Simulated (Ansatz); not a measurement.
# CH4Si (triplet): the correlation ladder, cc-pVDZ

One table from this session's results is given with a row withheld; the runs are named, their logs left out.

Program: Ansatz 0.2.0, Gaussian basis. Level of theory: cc-pVDZ, core rule «outside noble gas», up to 6 orbitals frozen. These are calculated values, not measurements.

Plan: UHF; CCSD(T) on ROHF; CCSD(T) on UHF; BCCD(T) on ROHF; CISD; CCSDT(Q) on ROHF; CCSDT(Q) on UHF; CASSCF and NEVPT2, 10 electrons in 10 orbitals.

23 further runs of the same task are left out: 10 that didn't finish, 13 set aside as unsound or not needed.

**The geometry**

The geometry is a PBE0/def2-TZVP stationary point (not a proven minimum).

6 atoms, charge 0, spin multiplicity 3.

Atoms are counted from 1 here; the program's logs count them from 0.

Bond lengths: Si1–C2 1.808 Å, Si1–H3 1.490 Å, Si1–H4 1.488 Å, Si1–H5 1.488 Å, C2–H6 1.078 Å. Angles: C2–Si1–H3 110.7°, C2–Si1–H4 110.1°, C2–Si1–H5 110.1°, H3–Si1–H4 108.7°, H3–Si1–H5 108.7°, H4–Si1–H5 108.5°, Si1–C2–H6 159.0°.

Set-up of the first run:

Input file in.yaml:

```yaml
crystal:
  periodic: [false, false, false]
  atoms:
    - {symbol: Si, position_ang: [0.000000, 0.015493, 0.520743]}
    - {symbol: C, position_ang: [0.000000, -0.067882, -1.284914]}
    - {symbol: H, position_ang: [0.000009, 1.432439, 0.982077]}
    - {symbol: H, position_ang: [1.207154, -0.663745, 1.063509]}
    - {symbol: H, position_ang: [-1.207163, -0.663730, 1.063509]}
    - {symbol: H, position_ang: [0.000002, 0.272219, -2.308057]}
basis:
  gaussian: {orbitals: cc-pVDZ}
magnetization: {spin_polarized: true, initial_magnetization: 2}
hamiltonian: {xc: hf}
output: {orbitals: {seedname: orbitals}}
```

Run with:

```
$ ansatz run in.yaml --threads 1 --pin off --events-out ev --progress --plain --max-ram 2393MiB
```

Among the steps run: UHF; CCSD(T) on ROHF; CCSD(T) on UHF; BCCD(T) on ROHF; CISD; CCSDT(Q) on ROHF; CCSDT(Q) on UHF; CASSCF and NEVPT2, 10 electrons in 10 orbitals.

One table of the session follows, with a row left open; its other results are not shown here.

| method | from UCCSDT(Q) (kcal/mol) |
| --- | --- |
| ROHF | +154.21 |
| UHF | +149.11 |
| RMP2 | +30.73 |
| UMP2 | +30.51 |
| CISD | +15.32 |
| RCCSD | +3.92 |
| UCCSD | +3.83 |
| RCCSD(T) | +0.80 |
| UCCSD(T) | +0.78 |
| BCCD(T) | +0.78 |
| RCCSDT | +0.16 |
| UCCSDT | +0.13 |
| RCCSDT(Q) | +0.03 |
| UCCSDT(Q) | 0 |
| CASSCF frontier | ? |
| NEVPT2 frontier | +28.65 |

Estimate the missing values for CASSCF frontier.

**Answer.** from UCCSDT(Q) (kcal/mol): +112.33. In the column «from UCCSDT(Q) (kcal/mol)» it lies between RMP2 (+30.73) and UHF (+149.11).

With the free atoms at the same levels and basis (separate runs), the atomisation energy is 16.250 eV at UCCSDT(Q), 16.238 eV at RCCSD(T), 16.237 eV at UCCSD(T), 13.573 eV at ROHF.

Limits of these values: Restricted and unrestricted rows rest on different reference determinants; where their highest levels disagree by more than a few hundredths of an eV, they describe different states and don't form one ladder.
